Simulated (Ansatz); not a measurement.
2H WS2, treated with PBE-D4 (Ansatz, a first-principles code, PAW).

Numerical settings: plane-wave cutoff 520 eV, 12×12×4 k mesh (along the axes of the cell as run), perturbation theory, no spin polarisation, scalar-relativistic PAW data made under PBE.

Cell (relaxed at this level):

```xyz
6
Lattice="3.1557 0.0000 0.0000 -1.5779 2.7329 0.0000 0.0000 0.0000 12.1954" Properties=species:S:1:pos:R:3 pbc="T T T"
W      1.5779     0.9110     9.1466
W      0.0000     1.8220     3.0489
S      1.5779     0.9110     4.6237
S      0.0000     1.8220    10.7214
S      0.0000     1.8220     7.5717
S      1.5779     0.9110     1.4740
```

**Question.** Predict the electronic dielectric constant ε∞ (mean over three axes) and dielectric constant ε0 (ions relaxed) (mean over three axes).

**Answer.** 
electronic dielectric constant ε∞ (mean over three axes): 11.5
dielectric constant ε0 (ions relaxed) (mean over three axes): 11.6

Note: the dispersion coefficients are held fixed in the derivatives.

Spin–orbit coupling is not included.
